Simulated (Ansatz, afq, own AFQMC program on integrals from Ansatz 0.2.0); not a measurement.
# Atomization energy of SiN₂H₄, singlet

```xyz
7

N    -1.2262    0.3197   -0.3557
Si   -0.1815   -1.0549   -0.4306
N     1.2324   -0.4011    0.3175
H    -2.1686    0.2666   -0.7243
H    -1.0257    1.2390    0.0278
H     1.3698    0.5355    0.6870
H     2.0611   -0.9728    0.4326
```

Atoms in their ground-state spins without spin–orbit coupling (mostly on UHF) minus the molecule (RHF), without zero-point energy. The geometry is a stationary point, not shown to be a minimum.

Basis def2-TZVP. Noble-gas cores (and the filled d shells of Ga–Kr and In–Xe) are frozen. Integrals, coupled cluster, full CI and functionals: Ansatz 0.2.0; the random walks run on the same integrals in our own AFQMC program. The CISD trial takes its coefficients from CCSD amplitudes. Released means that phaseless walkers are propagated on without the constraint, phases kept. ± is one standard error of the sampling. The errors of all members are added in quadrature.

No full CI on the walks' own integrals is used here. The released AFQMC energy serves as the reference, which it does only where one determinant dominates, the energy is flat over the last release times and near the phaseless one (40 meV or 2 meV an electron, half that with transition metals). On small molecules, where full CI could be run and the noise was under 10 meV, such values lay within 10 meV of it in 19 cases of 20, a flattering rate, since the rule was set on those same cases; what remains of the bias isn't in the error bar. Each member takes its own surest rung, up to full CI.

The best estimate is CCSD(T) at the basis-set limit (CBS: def2-TZVPP and def2-QZVPP, with their diffuse functions for anions and beside diffuse sets, CCSD(T) itself extrapolated) plus the step from CCSD(T) to AFQMC with the constraint released in def2-TZVP. Rows without CBS are in def2-TZVP; B2PLYP and the wave-function rows carry a basis error of their own. Core correlation and relativity beyond core potentials are missing, and ± holds the sampling alone.

Cautions: SiN₂H₄ (singlet): the released value is read at 1.50 1/Eh with a noise of 15 meV, more than in the cases checked (meV from the phaseless value at times in 1/Eh: -5 ± 9 at 0.24, 0 ± 9 at 0.51, -23 ± 14 at 0.99, -10 ± 15 at 1.50); other spins of the molecule weren't checked.

(1) Estimate: order these levels by their error in the atomization energy against the best estimate, smallest first.
A. r2SCAN
B. MP2/CBS
C. HF/CBS
D. HF

Results:

(1) B (25.7 kJ/mol), A (39.1 kJ/mol), C (817.4 kJ/mol), D (835.8 kJ/mol).

Best estimates are given only where the step beyond CCSD(T) is under 0.3 eV and no member's determinant is very poor (T1 over 0.05, or 0.07 for open shells, ⟨S²⟩ too high by 0.3, two states mixed), so the hardest cases are missing from such tables.

The functionals ran in a triple-zeta set and keep a basis error of their own, a few kJ/mol for each bond in atomization energies and more for double hybrids, so close places among them and the extrapolated levels can swap.

Each member of a difference takes its own highest rung, so a best estimate needn't equal the limit plus the step of one row. Released energies are given only where the last usable release times agree within the noise; a slower fall can still hide under it.
